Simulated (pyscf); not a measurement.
Four-centre exchange: F–GeH₃ + NH₃ → H₂N–GeH₃ + HF

Gas phase, singlet surface, charge 0. Bonds broken: Ge1–F2, N6–H7. Bonds formed: Ge1–N6, F2–H7. PySCF, gas phase, ωB97X-D3(BJ)/def2-SVP geometries. MP2 and CC: frozen core, UHF for open shells. ΔMP2 is the change of the MP2 total energy from the triple- to the quadruple-zeta basis.

Transition state (Å):

```xyz
9

Ge    -1.2200    -0.6767    -0.0557
F      0.7207    -0.3369     0.8314
H     -0.5806    -1.9528    -0.6007
H     -2.5211    -0.5101    -0.9240
H     -1.7271    -0.5741     1.3818
N     -0.3408     0.9893    -0.7058
H      0.4895     0.6592     0.0043
H     -0.1104     0.9980    -1.6990
H     -0.8232     1.8550    -0.4662
```

One imaginary mode, 484i cm⁻¹; descent along it reached the two sides named, in the forms told below.

| bond | change | reactant side (Å) | saddle | product side |
|---|---|---|---|---|
| Ge1–F2 | breaks | 1.760 | 2.161 | 3.1 |
| N6–H7 | breaks | 1.021 | 1.141 | 1.685 |
| Ge1–N6 | forms | 2.9 | 1.993 | 1.873 |
| F2–H7 | forms | 2.206 | 1.315 | 0.956 |

Electronic energies relative to the separated reactants (eV):

```json
[
 {"level": "ωB97X-D3(BJ)/def2-TZVP", "barrier": "0.76", "reaction energy": "+0.64", "reverse barrier": "0.12"},
 {"level": "PBE/def2-TZVP", "barrier": "0.63", "reaction energy": "+0.67", "reverse barrier": "-0.04"},
 {"level": "r²SCAN/def2-TZVP", "barrier": "0.70", "reaction energy": "+0.70", "reverse barrier": "0.00"},
 {"level": "B3LYP-D3(BJ)/def2-TZVP", "barrier": "0.78", "reaction energy": "+0.69", "reverse barrier": "0.09"},
 {"level": "PBE0-D3(BJ)/def2-TZVP", "barrier": "0.68", "reaction energy": "+0.61", "reverse barrier": "0.06"},
 {"level": "M06-2X/def2-TZVP", "barrier": "0.81", "reaction energy": "+0.69", "reverse barrier": "0.13"},
 {"level": "ωB97M-D3(BJ)/def2-TZVP", "barrier": "0.80", "reaction energy": "+0.66", "reverse barrier": "0.14"},
 {"level": "HF/def2-TZVP", "barrier": "1.45", "reaction energy": "+0.76", "reverse barrier": "0.69"},
 {"level": "MP2/def2-QZVPP", "barrier": "0.81", "reaction energy": "+0.54", "reverse barrier": "0.27"},
 {"level": "CCSD/def2-TZVPP", "barrier": "0.94", "reaction energy": "+0.58", "reverse barrier": "0.36"},
 {"level": "CCSD(T)/def2-TZVPP", "barrier": "0.84", "reaction energy": "+0.57", "reverse barrier": "0.28"},
 {"level": "CCSD(T)/def2-TZVPP + ΔMP2(QZVPP)", "barrier": "0.86", "reaction energy": "+0.56", "reverse barrier": "0.29"}
]
```

With CCSD(T)/def2-TZVPP + ΔMP2(QZVPP) energies and thermal terms (ideal gas, 1 atm, RRHO with modes under 100 cm⁻¹ raised to 100, one conformer, R ln 2 for chiral ones without a mode under 150 cm⁻¹), in eV:

```tsv
T (K)	ΔH‡	ΔG‡	ΔH	ΔG
298	0.83	1.28	+0.53	+0.51
600	0.83	1.74	+0.56	+0.49
900	0.86	2.19	+0.59	+0.44
1200	0.89	2.63	+0.61	+0.39
```

On the reactant side the descent ends in a complex, 0.21 eV under the separated species and 0.97 eV under the saddle at ωB97X-D3(BJ)/def2-TZVP. On the product side the descent ends in a bound adduct, 0.55 eV under the separated species and 0.68 eV under the saddle at ωB97X-D3(BJ)/def2-TZVP. At PBE the saddle lies under the separated products, which points to a path from their complex (located at ωB97X-D3(BJ) alone), and parting the products costs more than the saddle. One saddle was located; it need not be the lowest between these sides. The CCSD(T) − MP2 part came from Ansatz, without density fitting, on the same reference. The frozen core leaves the outer d or s,p core shells of the metals and heavy elements correlated in the MP2 and CC values, and def2-TZVPP describes them poorly, which can shift differences by a few kcal/mol. Elements up to Kr have no core potential and no relativistic terms here.
